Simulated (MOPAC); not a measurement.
MOPAC input (PM6):

```
PM6 1SCF UHF MS=0.5 GEO-OK AUX(PRECISION=9) THREADS=1
C2H5O

C     1.18117604 1   -0.36779598 1    0.01854416 1
C    -0.00115998 1    0.51798809 1   -0.05691682 1
O    -1.20555268 1   -0.12470547 1    0.10015001 1
H    -1.92525557 1    0.50464161 1   -0.01377086 1
H    -0.00116302 1    1.40815434 1   -0.67836497 1
H     2.09806429 1    0.22204659 1   -0.00681776 1
H     1.17235960 1   -0.95240933 1    0.94267001 1
H     1.22031985 1   -1.08594199 1   -0.81468055 1
```

### Question
What heat of formation does the run end on, and which ionisation energy by Koopmans theorem?

### Answer
-31.47 kcal/mol; 8.46 eV.
